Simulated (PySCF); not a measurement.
**The bond of Mg₂, level by level**

What are the lowest state that PBE0 finds, the bond length, vibrational wavenumber and bond energy of Mg₂, and how much do these hang on the method?

Method: Mg 3-21G, no relativity; program: PySCF 2.14.0.

## 1. Input

Settings of the job:

| Property | Result |
| --- | --- |
| atoms | Mg, Mg |
| charge | 0 |
| basis | Mg 3-21G |
| Hamiltonian | no relativity |
| basis functions | 26 |
| electrons treated | 24 |
| masses in u | 23.9850, 23.9850 |
| levels | PBE0, PBE, r²SCAN, B3LYP, PW91, M06-L, LC-ωPBE, HF, MP2, SCS-MP2, CCSD, CCSD(T) |
| grid | 80 radial by 434 angular points |
| occupations | held fixed by the projection of orbital angular momentum |
| dissociation limit | Mg + Mg, each in its ground configuration |
| starting distance in angstrom | 2.710 |
| values of 2S to try | 0, 2 |

On the command line:

```
$ OMP_NUM_THREADS=1 python dia.py task.json out
```

Further steps of the session: First curve: PBE0; Excited determinants; PBE; r²SCAN (meta-GGA); B3LYP (global hybrid GGA); PW91 (GGA); M06-L (meta-GGA); LC-ωPBE (range-separated hybrid); RHF (mean field); MP2 and coupled cluster.

What does the calculation give? Wanted: for each run, Re; ωe; De.

As calculated:

Lowest PBE0 solution found, without spin–orbit coupling: ¹Σg⁺ (singlet), closed shell. The other levels ran on it alone.

```
  level  Re (Å)  ωe (cm⁻¹)  De (eV)
    PBE   3.494       88.5    0.158
   PW91   3.495       88.5    0.165
 r²SCAN   3.513       88.8    0.141
   PBE0   3.653       69.4    0.123
LC-ωPBE   4.116       54.6    0.079
```

De is counted to Mg + Mg in their ground configurations. No constants: RHF (no minimum is bracketed among the points kept); RHF-MP2 (no minimum is bracketed among the points kept); RHF-SCS-MP2 (no minimum is bracketed among the points kept); RHF-CCSD (no minimum is bracketed among the points kept); RHF-CCSD(T) (no minimum is bracketed among the points kept); M06-L (fits of two degrees disagree); B3LYP (fits of two degrees disagree).

**Reading.** The methods spread over 0.622 Å in bond length, from PBE to LC-ωPBE. Among the levels with a De in the table, it runs from 0.079 eV (LC-ωPBE) to 0.165 eV (PW91).

Correlated steps freeze 2 core orbitals. The basis is very small, so these numbers show the basis as much as the molecule. The bond is weak, and basis-set superposition, which was not computed, may be a sizeable part of it.
